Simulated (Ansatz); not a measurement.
# CH₄S (singlet): from Hartree-Fock to the top rungs, cc-pV(T+d)Z

One table from this session's results is given with a row withheld; the runs are named, their logs left out.

Computed with Ansatz 0.2.0, Gaussian basis. Level: cc-pV(T+d)Z, core rule «outside noble gas», up to 6 orbitals frozen.

To be run: UHF; CCSD(T) on RHF; BCCD(T) on RHF; CISD; CCSDT(Q) on RHF; CASSCF and MRCISD+Q, 14 electrons in 12 orbitals; CASSCF and NEVPT2, 14 electrons in 12 orbitals.

18 further runs of the same task are left out: 1 that didn't finish, 17 set aside as unsound or not needed.

## The system

The geometry is an MP2(full)/6-31G* stationary point (not a proven minimum).

6 atoms, charge 0, spin multiplicity 1.

Atoms are counted from 1 here; the program's logs count them from 0.

Bond lengths: C1–S2 1.814 Å, C1–H4 1.090 Å, C1–H5 1.090 Å, C1–H6 1.090 Å, S2–H3 1.340 Å. Angles: S2–C1–H4 106.6°, S2–C1–H5 111.6°, S2–C1–H6 111.6°, H4–C1–H5 108.5°, H4–C1–H6 108.5°, H5–C1–H6 109.9°, C1–S2–H3 96.8°.

Coordinates:

```
C    -0.02612    1.22730    0.00000
S    -0.02612   -0.58708    0.00000
H     1.30491   -0.74547    0.00000
H    -1.07077    1.53921    0.00000
H     0.45408    1.62899    0.89226
H     0.45408    1.62899   -0.89226
```

Set-up of the first run:

in.yaml reads:

```yaml
crystal:
  periodic: [false, false, false]
  atoms:
    - {symbol: C, position_ang: [-0.026122, 1.227299, 0.000000]}
    - {symbol: S, position_ang: [-0.026122, -0.587076, 0.000000]}
    - {symbol: H, position_ang: [1.304907, -0.745469, 0.000000]}
    - {symbol: H, position_ang: [-1.070770, 1.539208, 0.000000]}
    - {symbol: H, position_ang: [0.454080, 1.628987, 0.892259]}
    - {symbol: H, position_ang: [0.454080, 1.628987, -0.892259]}
basis:
  gaussian: {orbitals: "cc-pV(T+d)Z.json"}
magnetization: {spin_polarized: true, initial_magnetization: 0}
hamiltonian: {xc: hf}
output: {orbitals: {seedname: orbitals}}
```

Command:

```
> ansatz run in.yaml --threads 1 --pin off --events-out ev --progress --plain --max-ram 3956MiB --backend cpu
```

Among the steps run: UHF; CCSD(T) on RHF; BCCD(T) on RHF; CISD; CCSDT(Q) on RHF; CASSCF and MRCISD+Q, 14 electrons in 12 orbitals; CASSCF and NEVPT2, 14 electrons in 12 orbitals.

One table of the session follows, with a row left open; its other results are not shown here.

It belongs to the step «Misses and costs». 

```
          method  from RCCSDT(Q) (meV)
             RHF              +11285.7
            RMP2               +1393.3
            CISD               +1538.1
           RCCSD                     ?
        RCCSD(T)                 +41.3
         BCCD(T)                 +39.4
          RCCSDT                 +19.2
       RCCSDT(Q)                     0
  CASSCF valence               +8439.9
  NEVPT2 valence               +1928.8
  MRCISD valence                +899.3
MRCISD+Q valence                +151.4
```

Q: Estimate the row for RCCSD from the others.

The run gave: from RCCSDT(Q) (meV): +467.9. In the column «from RCCSDT(Q) (meV)» it lies between MRCISD+Q valence (+151.4) and MRCISD valence (+899.3).
